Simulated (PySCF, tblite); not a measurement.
**C4H6F radical: geometry, infrared bands and EPR parameters**

Wanted: the infrared bands and EPR parameters of C4H6F radical (`[CH2][C@@H]1C[C@H]1F`), by calculation.

The runs use tblite 0.8.0 and PySCF 2.14.0, with density-fitted response routines of our own; the level of theory stands in each step. All values are computed, except where a source is named. Atoms are numbered from 0 throughout.

### Step 1. The molecule as given

11 atoms, charge 0, multiplicity 2; geometry from: force field or distance geometry start.

Bonds of the start (Å): C0–C1 1.47, C1–C2 1.49, C2–C3 1.48, C3–F4 1.39, C3–C1 1.50, C0–H5 1.08, C0–H6 1.07, C1–H7 1.07, C2–H8 1.09, C2–H9 1.08, C3–H10 1.09.

### Step 2. Relaxing the molecule with GFN2-xTB

The job: settings as JSON, then the geometry in Å.

```
{"job": {"kind": "relax", "xc": "GFN2-xTB", "basis": "xTB"}, "charge": 0, "multiplicity": 2}
C      1.596200     0.107400    -0.111700
C      0.218700    -0.219700    -0.497800
C     -0.871700     0.725200    -0.106600
C     -0.763300    -0.583900     0.571900
F     -1.708400    -1.553400     0.275000
H      2.016100     1.059300    -0.406600
H      2.207700    -0.612600     0.400300
H      0.134000    -0.741000    -1.430900
H     -1.697400     0.850400    -0.804100
H     -0.645600     1.615600     0.466300
H     -0.480900    -0.644500     1.618300
```

Run with:

```bash
$ OMP_NUM_THREADS=1 python probes_run.py task.json out
```

One launch serves the whole session: the jobs run in the order shown.

**Question.** This job is followed by: GFN2-xTB harmonic vibrations, gas phase; UKS B3LYP, pcH-1 on C F H, non-relativistic, mean-field spin-orbit, GIAO. Predict these results of the whole session: strongest single infrared mode (GFN2-xTB); zero-point energy (GFN2-xTB); g(iso) (B3LYP); ⟨S²⟩; largest a(iso) (averaged by class); potential on the surface of density 0.002 e/bohr³, 1st and 99th percentile.

The runs gave:

```
                                                                  quantity                 value
                                 strongest single infrared mode (GFN2-xTB)  1131 cm⁻¹, 60 km/mol
                                              zero-point energy (GFN2-xTB)         53.5 kcal/mol
                                                            g(iso) (B3LYP)               2.00268
                                                                      ⟨S²⟩    0.755 (exact 0.75)
                                        largest a(iso) (averaged by class)   13C on C3, 84.8 MHz
potential on the surface of density 0.002 e/bohr³, 1st and 99th percentile    -0.98 V and 1.04 V
```

What this shows: The optimisation took 58 steps and gained 0.297 eV; among the close pairs (by a distance rule), C0–C1 changed most, from 1.468 to 1.430 Å. All 27 modes are real, so the xTB geometry is a minimum. The strongest single mode, at 1131 cm⁻¹, has its largest shares on C3, H10 and F4 (the list is cut at 3 atoms). GFN2-xTB is a fitted tight-binding method: band positions and strengths are rough. Its intensities can rank the bands wrongly. Most of the unpaired spin sits on C0 (1.01 e). The isotropic g lies 0.4 ppt above the free-electron value. The conformer search found further structures of the same energy, which may be mirror or relabelled copies of this one.
